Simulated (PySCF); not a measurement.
C3H7NS: core ionisation energies

Compound: C₃H₇NS.
SMILES with atom numbers: `[CH3:1][N:2]([CH3:3])[CH:4]=[S:5]`

Computed, not measured: delta-SCF UKS SCAN, pcX-2 on the ionised atom, pcseg-1 elsewhere, spin-free X2C (PySCF 2.14.0). Vertical ΔSCF values, vacuum level as zero.

Question: What binding energy does each computed site have?

Answer: 
| atom(s) | bonded to | level | binding energy (eV) | above the level's lowest (eV) | count |
| --- | --- | --- | --- | --- | --- |
| S5 | C (double bond) | S 1s | 2475.39 | 0.00 | 1 |
| N2 | 3 C | N 1s | 406.17 | 0.00 | 1 |
| C1/C3 | N and 3 H | C 1s | 292.38 | +0.07 | 2 |
| C4 | N, S (double bond) and H | C 1s | 292.31 | 0.00 | 1 |

The 2 C 1s values lie within 0.07 eV of each other; Gaussian lines of 0.5 eV full width would blend them into one maximum.

Question: Which effective nuclear charge Zeff reproduces each element's mean 1s value in the hydrogen-like formula E = 13.606 eV × Zeff²?

Answer: C (Z = 6): mean 292.4 eV, Zeff = 4.64, Z − Zeff = 1.36; N (Z = 7): mean 406.2 eV, Zeff = 5.46, Z − Zeff = 1.54; S (Z = 16): mean 2475.4 eV, Zeff = 13.49, Z − Zeff = 2.51. Means run over the listed sites, weighted by atom count.

Question: Which photon wavelength matches the C 1s of C4 threshold?

Answer: λ = hc/E = 12398.42 eV Å / 292.31 eV = 42.415 Å.

One atom of each set of topologically equivalent atoms was ionised and stands for the set; in this conformer not all members are related by symmetry, and their own values weren't computed. Not every level is listed. Isolated species at its PBE0-D3(BJ)/def2-SVP geometry, gas phase.

The values belong to the conformer `[CH3:1][N:2]([CH3:3])[CH:4]=[S:5]`: C1–N2–C4–S5 -179°.
